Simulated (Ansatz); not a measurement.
## CH3AlO, SMILES [CH3][Al]=[O]: an active-space calculation, step by step

Program: Ansatz's Python interface.

The cells in order, each with its output:

**Cell 1**
```python
import ansatz as az
from ase import Atoms
```

**Cell 2**
```python
atoms = Atoms(["C", "Al", "O", "H", "H", "H"], positions=[
    (-0.41799, 0.50419, -0.31872),
    (0.72762, -0.87886, 0.55535),
    (1.62646, -1.96344, 1.24287),
    (0.05068, 1.49358, -0.2742),
    (-1.3965, 0.57875, 0.16861),
    (-0.59026, 0.26579, -1.37391),
])
system = az.Crystal.molecule_from_ase(atoms)
```

**Cell 3**
```python
calc = (
    system.calculation()
    .basis(gaussian="6-31G*")
    .correlation(active_electrons=4, active_orbitals=4)
)
for method in [None]:
    r = (calc if method is None else calc.correlation(method)).run(threads=1).report
    space = r["configurations"]
    state = space["states"][0]
    print(method or "casscf", f"total {r['free_energy_ev'] / 27.211386246:.6f} Ha, active-space state {state['energy']['hartree']:.6f} Ha, mean field {r['reference_energy_ev'] / 27.211386246:.6f} Ha")
    print("  determinants", state["n_determinants"], " natural occupations", [round(n, 3) for n in space["natural_occupations"]])
print("effectively unpaired electrons, sum of min(n, 2 - n):", round(sum(min(n, 2 - n) for n in space["natural_occupations"]), 3))
```
Output:
```text
casscf total -356.415627 Ha, active-space state -356.415627 Ha, mean field -356.351686 Ha
  determinants 36  natural occupations [1.959, 1.958, 0.042, 0.041]
effectively unpaired electrons, sum of min(n, 2 - n): 0.167
```

Reading the output:
- Total energies depend on the basis set; only differences at equal settings carry meaning.
- The geometry is a force-field or estimated start, not a minimum of this method, and the basis set is short of its limit. The active space starts as a window about the frontier orbitals and is then optimised, not chosen by chemistry.
- The whole script took 2.7 s on 1 thread of Arm Neoverse V2, with other jobs on the host, peak memory 0.17 GiB.
